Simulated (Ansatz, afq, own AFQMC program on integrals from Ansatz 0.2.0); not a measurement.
## NaC, quartet: AFQMC among the cluster methods

```xyz
2

C     0.0000    0.0000    0.0000
Na    0.0000    0.0000    4.2050
```

Basis cc-pVDZ. Noble-gas cores (and the filled d shells of Ga–Kr and In–Xe) are frozen. Ansatz 0.2.0 and our own AFQMC program on the same integrals; the CISD trial comes from CCSD amplitudes, and released means the phaseless constraint is let go. Error bars are statistical, one sigma.

Determinant: ROHF, the one that the program's search chose, which needn't be the lowest solution. The geometry is a point of a scan.

Full CI on the same integrals is exact in this basis and with this determinant's frozen core.

Cautions: lower spins were not checked; strong correlation (T1 0.051, weight of the determinant 0.93, largest double 0.07); the released energies have errors that jump between times, so the bars are unsure, so no released level is given (meV from the phaseless value at times in 1/Eh: -24 ± 22 at 0.24, -2.5 ± 0.9 at 0.51, -5.7 ± 1.3 at 0.99, -19 ± 10 at 1.62, 71 ± 59 at 2.40).

```
T1 diagnostic                               : 0.0510
weight of the determinant in the CISD state : 0.925
size of the correlated space                : 5 electrons in 26 orbitals
```

Reference: full CI, correlation energy -2.218 eV.

```json
{"level": "HF", "E − E(reference) (meV)": "2218.3", "share of correlation (%)": "0.00"}
{"level": "MP2", "E − E(reference) (meV)": "657.1", "share of correlation (%)": "70.38"}
{"level": "CCSD", "E − E(reference) (meV)": "44.7", "share of correlation (%)": "97.99"}
{"level": "CCSD(T)", "E − E(reference) (meV)": "13.2", "share of correlation (%)": "99.40"}
{"level": "CCSDT", "E − E(reference) (meV)": "1.5", "share of correlation (%)": "99.93"}
{"level": "CCSDT(Q)", "E − E(reference) (meV)": "0.4", "share of correlation (%)": "99.98"}
{"level": "CCSDTQ", "E − E(reference) (meV)": "0.0", "share of correlation (%)": "100.00"}
{"level": "ph-AFQMC/CISD", "E − E(reference) (meV)": "11.0 ± 2.0", "share of correlation (%)": "99.50"}
```

CCSDT and higher add their correlation energy to the determinant of the CCSD(T) run, since their own runs factorise the integrals more tightly (a shift of under 2 meV). A walk keeps the symmetry of its determinant, which the program's search chose and which needn't be the lowest solution, so a lower state of the same spin and another symmetry isn't excluded.
